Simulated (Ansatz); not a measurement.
1T (CdI2-type) VS₂, treated with rVV10 (PAW; Ansatz, a program for electronic structure).

Run with plane-wave cutoff 520 eV, 18×18×10 k mesh (along the axes of the cell as run), Fermi–Dirac smearing 0.05 eV, spin-polarised start, scalar-relativistic PAW data made under PBE.

Computed at the level's own relaxed cell.

Q: Give the computed volume per atom and bulk modulus B0.

A: 
- volume per atom: 17.66 Å³/atom
- bulk modulus B0: 39.1 GPa

The run finds no gap.

Note: the magnetic order was assumed, not searched for or taken from measurement; the relaxation could not lower the start's symmetry, so the cell can be a saddle point above a distorted one; the bulk modulus comes from volumes at which shape and atoms were relaxed.

The computed numbers hold no vibrational or temperature effects.
